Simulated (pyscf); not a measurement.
H₂As–AsH–AsH₂ (SMILES [AsH2][AsH][AsH2]) + H₂ (SMILES [H][H]) → H₂As–AsH₂ (SMILES [AsH2][AsH2]) + AsH₃ (SMILES [AsH3]), a four-centre exchange (singlet surface; As–As, H–H broken, As–H, As–H formed). PySCF, gas phase, ωB97X-D3(BJ)/def2-SVP geometries. Energies in kcal/mol from the separated reactants.

Small-basis levels: PySCF, no dispersion term, spherical d functions. AM1 to PM7: differences of heats of formation from MOPAC, which are fitted to 298 K values and so differ in kind from electronic energies by zero-point and thermal terms. 

| level | barrier | reaction energy |
|---|---|---|
| HF/STO-3G | 128.5 | +0.9 |
| HF/6-31G*+LANL2DZ | 83.6 | -6.6 |
| PBE/6-31G*+LANL2DZ | 53.4 | +0.8 |
| B3LYP/STO-3G | 94.3 | +0.9 |
| B3LYP/3-21G | 59.3 | +3.5 |
| PBE/def2-SVP | 52.0 | +1.7 |
| PM7 | 83.7 | +30.2 |
| ωB97M-D3(BJ)/def2-TZVP | 64.3 | +1.9 |

Against the last row the barrier runs from -12.3 (PBE/def2-SVP) to +64.2 kcal/mol (HF/STO-3G). ωB97M-D3(BJ)/def2-TZVP has limits of its own. From the product side, AsH₂• + AsH₂• + AsH₃ lies, by one bond made or cut, 12.6 kcal/mol under this saddle at ωB97M-D3(BJ)/def2-TZVP. The same reactants have a lower exit, to AsH₂• + •HAs–AsH₂ + H₂ (no saddle counted: cutting one bond costs +48.3 kcal/mol at ωB97M-D3(BJ)/def2-TZVP, against +64.3 kcal/mol here). This is the saddle that the search found; another between the same sides may lie lower. In the def2 sets elements up to Kr have no core potential.
